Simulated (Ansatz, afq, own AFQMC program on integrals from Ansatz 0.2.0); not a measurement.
# BeLi⁻, singlet: AFQMC among the cluster methods

```xyz
2

Li    0.0000    0.0000    0.0000
Be    0.0000    0.0000    4.0430
```

Basis aug-cc-pVDZ. Only valence electrons are correlated. Integrals, coupled cluster, full CI and functionals: Ansatz 0.2.0; the random walks run on the same integrals in our own AFQMC program. The CISD trial takes its coefficients from CCSD amplitudes. Released means that phaseless walkers are propagated on without the constraint, phases kept. Uncertainties: one standard error, sampling alone.

Determinant: RHF, the one that the program's search chose, which needn't be the lowest solution. The geometry is a point of a scan.

Full CI on the same integrals is exact in this basis and with this determinant's frozen core.

Cautions: restricted determinant unstable towards unrestricted (UHF 244 meV lower, ⟨S²⟩ 0.82); strong correlation (T1 0.048, weight of the determinant 0.80, largest double 0.14); the ph-AFQMC/CISD walk drifts between its halves (2.9 errors).

- T1 diagnostic: 0.0484
- weight of the determinant in the CISD state: 0.797
- size of the correlated space: 4 electrons in 44 orbitals

```json
{"level": "MP2", "correlation energy (eV)": "-1.2777"}
{"level": "CCSD", "correlation energy (eV)": "-2.0275"}
{"level": "CCSD(T)", "correlation energy (eV)": "-2.0819"}
```

(1) Estimate where full CI lies against CCSD(T) on the same integrals.

(1) 2.4 kJ/mol below CCSD(T).

Reference: full CI, correlation energy -2.107 eV. The released energy is read at 2.40 1/Eh (meV from the phaseless value at times in 1/Eh: 18 ± 11 at 0.24, 12 ± 9 at 0.51, 1 ± 12 at 0.99, 3 ± 12 at 1.62, -1 ± 13 at 2.40).

```json
{"level": "CCSD(T)", "E − E(reference) (kJ/mol)": "2.4", "share of correlation (%)": "98.80"}
{"level": "CCSDT", "E − E(reference) (kJ/mol)": "0.5", "share of correlation (%)": "99.76"}
{"level": "CCSDT(Q)", "E − E(reference) (kJ/mol)": "0.1", "share of correlation (%)": "99.95"}
{"level": "ph-AFQMC/HF", "E − E(reference) (kJ/mol)": "1.5 ± 3.7", "share of correlation (%)": "99.24"}
{"level": "ph-AFQMC/CISD", "E − E(reference) (kJ/mol)": "0.0 ± 1.2", "share of correlation (%)": "99.98"}
{"level": "released AFQMC", "E − E(reference) (kJ/mol)": "0.0 ± 1.3", "share of correlation (%)": "100.01"}
```

CCSDT and higher add their correlation energy to the determinant of the CCSD(T) run, since their own runs factorise the integrals more tightly (a shift of under 2 meV). A walk keeps the symmetry of its determinant, which the program's search chose and which needn't be the lowest solution, so a lower state of the same spin and another symmetry isn't excluded. Released energies are given only where the last usable release times agree within the noise; a slower fall can still hide under it.
